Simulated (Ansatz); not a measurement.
Sn (model structure, started from the hcp type, P6₃/mmc, No. 194, 2 atoms in the cell)

The numbers are results of r²SCAN (Ansatz, a program for electronic structure, plane waves, PAW), not measurements.

Numerical settings: plane-wave cutoff 500 eV, 24×24×14 k mesh (along the axes of the cell as run), Fermi–Dirac smearing 0.1 eV, scalar-relativistic PAW data made under PBE.

Cell (relaxed at this level):

Space group P6₃/mmc (No. 194); a = 3.344 Å, b = 3.344 Å, c = 5.576 Å, α = 90.00°, β = 90.00°, γ = 120.00°

| atom | site | symmetry | x | y | z |
|---|---|---|---|---|---|
| Sn | 2c | -6m2 | 0.3333 | 0.6667 | 0.2500 |

| Quantity | Result |
|---|---|
| band gap | none |

Note: the relaxation could raise the start's symmetry but not lower it, so the cell can be a saddle point.

Spin–orbit coupling is not included.

Computed values are for the static lattice.

Computing time: about 2.6 core-minutes (a rough figure).

A model structure was made by putting elements into a prototype or built by hand; it is no filed structure, need not be a known phase, and can be a saddle point held by its symmetry.
